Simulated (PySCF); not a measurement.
**Assignment exercise: C4H6O2**

Numbering as in the mapped SMILES `[CH3:1][CH2:2][C:3](=[O:4])[CH:5]=[O:6]`. Hydrogens are named by the atom that carries them.

Computed data (PySCF 2.14): NMR shieldings at PBE0/pcSseg-1/GIAO, coordinates at the GFN2-xTB level, J couplings at B3LYP/pcJ-1 (without the spin–dipole term). Non-relativistic Hamiltonian, one averaged value for each set of equivalent atoms, gas phase, one computed conformer.

Chemical shifts δ = σref − σ; TMS for ¹³C (186.93 ppm), ¹H (31.72 ppm), all at this level.

Q: Assign these signals to the numbered atoms. ¹³C{¹H} NMR (computed): δ 205.8, 197.3, 34.2, 8.1.

A: 
| δ (ppm) | atoms | environment | reason |
| --- | --- | --- | --- |
| 205.8 | C3 | ketone carbonyl carbon | the double bond to the heteroatom, with no lone-pair donor beside it, deshields it most |
| 197.3 | C5 | aldehyde carbonyl carbon | the double bond to the heteroatom, with no lone-pair donor beside it, deshields it most |
| 34.2 | C2 | sp3 CH2 α to a carbonyl | α to the electron-withdrawing carbonyl group |
| 8.1 | C1 | methyl carbon | aliphatic region, no heteroatom directly attached |

Q: Assign these signals to the numbered atoms. ¹H NMR (400 MHz, computed): δ 9.31 (s, 1H), 2.79 (q, J = 7.3 Hz, 2H), 1.15 (t, J = 7.3 Hz, 3H).

A: 
| δ (ppm) | atoms | environment | reason |
| --- | --- | --- | --- |
| 9.31 | H(C5) | hydrogen on an aldehyde carbonyl carbon | the C=O anisotropy and electron withdrawal place aldehyde protons far downfield |
| 2.79 | H(C2) | hydrogen on an sp3 CH2 α to a carbonyl | α to C=O |
| 1.15 | H(C1) | hydrogen on a methyl carbon | – |

Multiplet labels drop couplings under 1 Hz and merge nearly equal ones. Unscaled 3J(H,H) at this level run about 10 % above measured values. Shifts are as computed. Against solution values, carbons near 30 ppm lie about +3 ppm off and those near 130 ppm about +5 ppm. Of 1211 compounds with measured shifts, 218 miss one by over three times the rms of a fit or turn the order of signals round; such compounds aren't used in these exercises.
